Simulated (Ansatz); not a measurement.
Match the barriers

Saddle point of CH$_{6}$Si, closed shell (CH₆Si ([CH3][SiH3]) → CH₄Si ([CH3][SiH]) + H₂; bonds formed: H2–H3; bonds broken: Si1–H2, Si1–H3), PBE0-D4/def2-TZVP structure:

```tsv
atom	x (Å)	y (Å)	z (Å)
Si1	-0.7550	-0.6442	0.2425
H2	-0.8420	-1.2664	-1.1597
H3	0.2169	-1.3294	-0.9202
H4	-0.0714	-1.6911	1.0558
C5	0.2298	0.9754	0.2047
H6	1.2761	0.8559	0.4836
H7	0.1792	1.4106	-0.7962
H8	-0.2337	1.6890	0.8894
```

Computed with Ansatz 0.2.0 (basis: def2-TZVPP, with def2-QZVPP for the basis limit); correlated methods freeze the cores. B3LYP uses VWN-RPA correlation. Extrapolation: Hartree–Fock as exp(−7.88 √X), correlation as X^−2.97. Four methods, as single points on the PBE0-D4 structures, gave these electronic barriers from the start structure: 230.9, 261.4, 289.4, 337.4 kJ/mol.

Task: The methods were, in alphabetical order, B3LYP-D4, BHLYP-D4, HF, PBE-D4. Which gave which? (A judgement: the text doesn't fix the answer.)

Result: By the calculation: PBE-D4 230.9; B3LYP-D4 261.4; BHLYP-D4 289.4; HF 337.4 kJ/mol. For comparison, CCSD(T) at an estimated basis limit (MP2 extrapolated from triple and quadruple zeta, plus CCSD(T) − MP2 in triple zeta) gives 267.6 kJ/mol.

T1 diagnostic: at most 0.013. The restricted Hartree–Fock reference is unstable towards an unrestricted one at one or more of these structures.

Losses and insertions of silylenes and their heavier kin drive the gas-phase chemistry of silicon and germanium vapour deposition.

Labels in which every atom is bracketed show which atoms are joined, not bond orders.

For scale, one of the runs: CCSD(T)/def2-TZVPP, 157 basis functions, launched by `ansatz run in.yaml --threads 2 --pin off --events-out ev --progress --plain --max-ram 4352MiB`. Hardware: 2 CPU threads of an Intel Xeon 6975P-C, shared host. Wall time 5.5 s; peak host memory 1.2 GiB.
